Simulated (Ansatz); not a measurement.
AlH3⁺, doublet: the ladder up to full CI

Geometry: a point of a breathe scan, not a stationary point.

```yaml
atoms:
  - { symbol: Al, position_ang: [0.0000, 0.0753, 0.0000] }
  - { symbol: H, position_ang: [0.0000, 0.2981, -2.0445] }
  - { symbol: H, position_ang: [0.0000, 0.2981, 2.0445] }
  - { symbol: H, position_ang: [0.0000, -2.6123, 0.0000] }
```

Basis aug-cc-pVDZ; Ansatz 0.2.0. Only valence electrons are correlated (noble-gas cores frozen), which leaves 5 electrons in 49 orbitals. Prefix R: restricted or restricted open-shell reference; prefix U: unrestricted. Active spaces: pair = (3e, 3o) about the gap; valence = (5e, 7o) chosen from the atoms' valence shells.

Full CI is exact within this basis and frozen core; it isn't the basis-set limit. The frozen core follows each run's orbitals, which can shift R against U totals by a few meV.

For open shells CISD is restricted-active-space CI with the open shells as a complete middle space.

```
UHF ⟨S²⟩                          : 1.311
T1 diagnostic (RCCSD)             : 0.0268
largest doubles amplitude (RCCSD) : 0.173
```

```json
{"level": "RHF", "E − E(full CI) (meV)": "2491", "share of correlation (%)": "0.00", "wall time": "–"}
{"level": "RMP2", "E − E(full CI) (meV)": "837", "share of correlation (%)": "66.39", "wall time": "–"}
{"level": "CISD", "E − E(full CI) (meV)": "169", "share of correlation (%)": "93.23", "wall time": "4 s"}
{"level": "RCCSD", "E − E(full CI) (meV)": "82", "share of correlation (%)": "96.69", "wall time": "–"}
{"level": "RCCSD(T)", "E − E(full CI) (meV)": "27", "share of correlation (%)": "98.93", "wall time": "9.5 s"}
{"level": "BCCD(T)", "E − E(full CI) (meV)": "24", "share of correlation (%)": "99.03", "wall time": "13 s"}
{"level": "RCCSDT", "E − E(full CI) (meV)": "2", "share of correlation (%)": "99.93", "wall time": "–"}
{"level": "RCCSDT(Q)", "E − E(full CI) (meV)": "1", "share of correlation (%)": "99.98", "wall time": "51 s"}
{"level": "CASSCF (pair space)", "E − E(full CI) (meV)": "1716", "share of correlation (%)": "31.10", "wall time": "–"}
{"level": "NEVPT2 (pair space)", "E − E(full CI) (meV)": "644", "share of correlation (%)": "74.16", "wall time": "4 s"}
{"level": "MRCISD (pair space)", "E − E(full CI) (meV)": "74", "share of correlation (%)": "97.02", "wall time": "–"}
{"level": "MRCISD+Q (pair space)", "E − E(full CI) (meV)": "-54", "share of correlation (%)": "102.18", "wall time": "5.5 s"}
{"level": "CASSCF (valence space)", "E − E(full CI) (meV)": "671", "share of correlation (%)": "73.06", "wall time": "–"}
{"level": "NEVPT2 (valence space)", "E − E(full CI) (meV)": "224", "share of correlation (%)": "91.02", "wall time": "3.9 s"}
{"level": "MRCISD (valence space)", "E − E(full CI) (meV)": "24", "share of correlation (%)": "99.05", "wall time": "–"}
{"level": "MRCISD+Q (valence space)", "E − E(full CI) (meV)": "11", "share of correlation (%)": "99.56", "wall time": "6 s"}
```

The correlation energy at full CI, counted from RHF, is -2.491 eV. That run took 2.4 min on 1 thread of Intel Xeon, shared host over 5,506,096 determinants.

Run but not shown, since their state or frozen core can't be matched to the reference's or they repeat it: UHF, UMP2, UCCSD, UCCSD(T), UCCSDT, UCCSDT(Q).

Times hold each run's SCF and search for its determinant on a shared host, so for small cases they say little of a method's own cost; they ran on 1 thread of Intel Xeon.

Not variational, and here over 5 meV under the exact energy: MRCISD+Q (pair space).

The full-CI state has the irrep A1 of C2v, in the program's axes.

Natural occupations of full CI about the gap: 1.922 1.828 1.001 0.151 0.037 0.016 0.016 0.007 0.007 0.004; effectively unpaired electrons, Σ n²(2−n)², 1.21.
